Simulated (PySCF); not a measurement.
P: electron affinity

P⁻ [Ne] 3s2 3p4 (3P) → P [Ne] 3s2 3p3 (4S), as a difference of total energies. Calculation: PySCF 2.14, in aug-cc-pwCVDZ (6s5p3d, 36 functions); the non-relativistic Hamiltonian (point nucleus). Correlated levels: nothing frozen. The calculations carry no spin-orbit coupling.

```tsv
method	electron affinity (eV)	plus first-order spin-orbit estimate	error of that sum (eV)
UHF	-0.366	-0.354	-1.101
MP2 (all electrons)	0.259	0.271	-0.476
SCS-MP2 (all electrons)	0.294	0.306	-0.441
CCSD (all electrons)	0.300	0.312	-0.435
CCSD(T) (all electrons)	0.357	0.369	-0.378
```

Reference: 0.747 eV (measured; photodetachment measurements, as compiled on the Wikipedia data page of electron affinities).

A first-order spin-orbit estimate (lowest level to lowest level, LS coupling) adds 0.012 eV.

Errors of the correlated levels include the incompleteness of this basis.

A negative affinity means that the anion lies above the atom at that level of theory.
